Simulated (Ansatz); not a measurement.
We consider fcc Ni, described by LDA (plane waves, PAW; Ansatz, a first-principles code).

Numerical settings: plane-wave cutoff 520 eV, 32×32×32 k mesh, Fermi–Dirac smearing 0.034 eV (set by the program), spin-polarised with parallel moments, scalar-relativistic PAW data made under PBE.

Cell (relaxed at this level):

```
Ni
1.0
    0.00000     1.71162     1.71162
    1.71162     0.00000     1.71162
    1.71162     1.71162     0.00000
Ni
1
Cartesian
  0.00000   0.00000   0.00000
```

Q: Predict the Young modulus, elastic constant C11, Voigt–Reuss–Hill bulk modulus, elastic constant C12 and elastic constant C44.

A: 
- Young modulus = 303 GPa
- elastic constant C11 = 351 GPa
- Voigt–Reuss–Hill bulk modulus = 256 GPa
- elastic constant C12 = 208 GPa
- elastic constant C44 = 161 GPa

Measured, for comparison: elastic constant C11 261 GPa, elastic constant C12 151 GPa, elastic constant C44 132 GPa (0 K, low-temperature values given for 0 K; zero-point effects included; as tabulated in Li et al. (2021), arXiv:2102.01972). Computed (rounded) less measured: elastic constant C11 +34 %, elastic constant C12 +38 %, elastic constant C44 +22 %.

Elastic constants are with the ions relaxed.
